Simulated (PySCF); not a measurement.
## EPR parameters of C6H7

Species: C₆H₇ (doublet state).
Structure used (GFN2-xTB), in Å, numbered top down from 1:
```
atom  x, y, z in Å
C1     2.2260   -0.9728   -0.2657
C2     1.6734    0.1951   -0.3534
C3     0.5350    0.9922   -0.0501
C4    -0.4452    1.3884   -1.1393
C5    -0.8869    0.4792   -0.3260
C6    -1.8677   -0.5031    0.1358
H7     1.7800   -1.8228    0.2582
H8     3.1945   -1.1831   -0.6987
H9     0.6907    1.6943    0.7696
H10   -0.5657    2.0137   -1.9896
H11   -2.7641   -0.4744   -0.4831
H12   -1.4339   -1.5024    0.0903
H13   -2.1403   -0.3037    1.1730
```

The hyperfine couplings belong to this conformer and change with its torsions.

Identity: `C=[C][C@H]1C=C1C` [radical].

Method: UKS B3LYP, pcH-1 on C H, non-relativistic, mean-field spin-orbit, GIAO (PySCF). The structure is a single GFN2-xTB conformer in the gas phase; no vibrational or solvent corrections. The geometry wasn't refined by DFT: couplings that depend on bond lengths, twists or pyramidal angles can differ widely from those at the functional's own minimum. Stability of the SCF solution: not tested.

```json
{"g1, g2, g3": "2.00156, 2.00194, 2.00280", "g_iso": "2.00210", "Form of g": "rhombic: the two nearest values differ by 30 % of g3 − g1", "⟨S²⟩": "0.7592 (exact 0.7500)", "α and β electrons": "22, 21", "HOMO–LUMO gap, α and β orbitals": "5.04, 5.47 eV"}
```

Isotropic coupling and dipolar principal values T1 to T3, in MHz:

| atom | isotope | a_iso | T1 | T2 | T3 | Mulliken spin population |
| --- | --- | --- | --- | --- | --- | --- |
| C1 | 13C | -6.3 | -16.1 | 1.7 | 14.4 | -0.16 |
| C2 | 13C | 216.1 | -77.0 | -58.2 | 135.2 | 0.92 |
| C3 | 13C | 9.7 | -6.1 | -3.0 | 9.1 | -0.06 |
| C4 | 13C | 42.4 | -5.0 | -4.1 | 9.2 | 0.05 |
| C5 | 13C | 67.0 | -11.2 | -9.7 | 20.8 | 0.09 |
| C6 | 13C | 9.9 | -1.3 | -1.2 | 2.5 | 0.00 |
| H7 | 1H | 169.1 | -4.2 | -2.0 | 6.2 | 0.09 |
| H8 | 1H | 112.9 | -5.9 | -4.7 | 10.7 | 0.04 |
| H9 | 1H | 3.1 | -5.5 | -2.9 | 8.3 | 0.00 |
| H10 | 1H | 19.9 | -2.9 | -1.9 | 4.8 | 0.01 |
| H11 | 1H | 15.3 | -1.5 | -0.7 | 2.2 | 0.01 |
| H12 | 1H | -0.9 | -2.2 | -0.8 | 3.0 | 0.00 |
| H13 | 1H | 1.7 | -1.8 | -1.4 | 3.1 | 0.00 |

The largest Mulliken spin populations are on C2 (+0.92), C1 (-0.16), H7 (+0.09) and C5 (+0.09). No atom but C2 exceeds +0.15.

Axes: g1 points within 12° of the C1–C2 bond.

Under fast tumbling the dipolar parts average out, and these isotropic splittings remain: 1 × 1H (H7, I = 1/2, 2 lines) with 6.03 mT, 1 × 1H (H8, I = 1/2, 2 lines) with 4.03 mT, 1 × 1H (H10, I = 1/2, 2 lines) with 0.71 mT, 3 × 1H (H11/H12/H13, I = 1/2, 4 lines) with 0.19 mT and 1 × 1H (H9, I = 1/2, 2 lines) with 0.11 mT.

Means are taken over nuclei equivalent by connectivity, which assumes that they swap fast. The three 1H nuclei of mean +5.3 MHz run from -0.9 to 15.3 MHz in the frozen geometry.

The 13C coupling of C2 (216.1 MHz) shows only in satellite lines or after enrichment, since that isotope makes up about 1.07 % of natural carbon.

The spin density at the nucleus, in bohr⁻³, is negative for C1 (-0.0056), for instance. A restricted open-shell determinant has no negative spin density anywhere; here it arises because α and β orbitals differ (spin polarisation).

Time: 31 s of wall time (grids of density and orbitals included); peak memory 0.85 GiB. Hardware: an Arm Neoverse V2 with one thread, on a shared host.
